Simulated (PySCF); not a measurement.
Stepwise substitution at one centre (B Cl-OH). Gas-phase values, no solvent. One relaxed conformer stands for each flexible species; it need not be the lowest. Strings in code marks are SMILES.

The HOMO–LUMO gap from two functionals at the same geometries (PBE0-D3(BJ)/def2-TZVP), both in PySCF: PBE-D3(BJ)/def2-TZVP and PBE0-D3(BJ)/def2-TZVP. 

```json
[
 {"species": "0 of 3 Cl replaced by OH (`ClB(Cl)Cl`)", "PBE-D3(BJ)/def2-TZVP (eV)": "5.04"},
 {"species": "1 of 3 Cl replaced by OH (`OB(Cl)Cl` (H–O–B–Cl torsion 180°))", "PBE-D3(BJ)/def2-TZVP (eV)": "6.26"},
 {"species": "2 of 3 Cl replaced by OH", "PBE-D3(BJ)/def2-TZVP (eV)": "7.32"},
 {"species": "3 of 3 Cl replaced by OH (`OB(O)O`)", "PBE-D3(BJ)/def2-TZVP (eV)": "6.70"}
]
```

What does PBE0-D3(BJ)/def2-TZVP give for each?


- 0 of 3 Cl replaced by OH (`ClB(Cl)Cl`): 7.40
- 1 of 3 Cl replaced by OH (`OB(Cl)Cl` (H–O–B–Cl torsion 180°)): 8.72
- 2 of 3 Cl replaced by OH: 9.67
- 3 of 3 Cl replaced by OH (`OB(O)O`): 9.31
Over these rows, drawn at random from the members with no instability flagged (it was tested for open shells, ions and some series alone), PBE minus PBE0-D3(BJ): mean -2.45 eV, from -2.61 eV to -2.35 eV.
